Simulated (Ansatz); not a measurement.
A nudged elastic band was laid between two geometries of C2H5Mg (8 atoms, charge -1, multiplicity 1).

Computed with RKS B3LYP-D4/def2-SVP (Ansatz).

```json
{
 "movable images": "6",
 "climbing image": "no",
 "spring": "5.0 eV/Å²",
 "optimiser": "quadratic models (default)",
 "start path": "through a guess of the saddle point",
 "force threshold": "0.03 eV/Å",
 "iteration limit": "60",
 "end points": "relaxed"
}
```

First end point:

```xyz
8
Properties=species:S:1:pos:R:3
C -1.446 1.296 -1.249
Mg -0.043 0.129 -0.422
C 1.061 -0.990 1.082
H -2.192 0.875 -1.958
H -1.195 2.318 -1.606
H 1.391 -0.352 1.928
H 1.974 -1.479 0.689
H 0.450 -1.798 1.536
```

Last end point:

```xyz
8
Properties=species:S:1:pos:R:3
C -1.207 1.226 -1.548
Mg -0.368 0.222 -0.030
C 1.040 -0.987 1.107
H -2.146 0.866 -2.021
H -1.253 2.337 -1.535
H 1.520 -0.407 1.921
H 1.866 -1.411 0.500
H 0.547 -1.846 1.605
```

(1) Which bonds break or form, and what moves?

(2) Give the energies along the band, and the barrier.

(3) What is the geometry of the highest image?

## Answers

(1) No bond is made or broken. The height of C1 over the plane of its neighbours goes from -0.26 to 0.26 Å.

(2) It converged. The highest image is number 4 of 0 to 7, 0.022 eV above the ends, which have the same energy within 2 meV. No image climbed, so the highest image needn't sit at the top of the path. Limits of this set-up: an anion without diffuse functions, the dipole of an ion depends on the origin.

```json
{"image": "0", "path coordinate (Å)": "0.00", "energy (eV)": "0.000", "height of C1 over the plane of its neighbours (Å)": "-0.26"}
{"image": "1", "path coordinate (Å)": "0.13", "energy (eV)": "0.000", "height of C1 over the plane of its neighbours (Å)": "-0.26"}
{"image": "2", "path coordinate (Å)": "0.25", "energy (eV)": "0.004", "height of C1 over the plane of its neighbours (Å)": "-0.22"}
{"image": "3", "path coordinate (Å)": "0.38", "energy (eV)": "0.015", "height of C1 over the plane of its neighbours (Å)": "-0.12"}
{"image": "4", "path coordinate (Å)": "0.51", "energy (eV)": "0.022", "height of C1 over the plane of its neighbours (Å)": "0.00"}
{"image": "5", "path coordinate (Å)": "0.63", "energy (eV)": "0.015", "height of C1 over the plane of its neighbours (Å)": "0.13"}
{"image": "6", "path coordinate (Å)": "0.76", "energy (eV)": "0.004", "height of C1 over the plane of its neighbours (Å)": "0.23"}
{"image": "7", "path coordinate (Å)": "0.88", "energy (eV)": "0.001", "height of C1 over the plane of its neighbours (Å)": "0.26"}
```

(3) 
```xyz
8
Properties=species:S:1:pos:R:3
C -1.342 1.260 -1.411
Mg -0.197 0.182 -0.217
C 1.061 -0.997 1.102
H -2.172 0.873 -2.033
H -1.259 2.356 -1.553
H 1.479 -0.388 1.929
H 1.927 -1.465 0.594
H 0.503 -1.822 1.589
```

Run time: 2.6 min on 1 thread of Arm Neoverse V2, with other jobs on the host, peak memory 0.13 GiB.
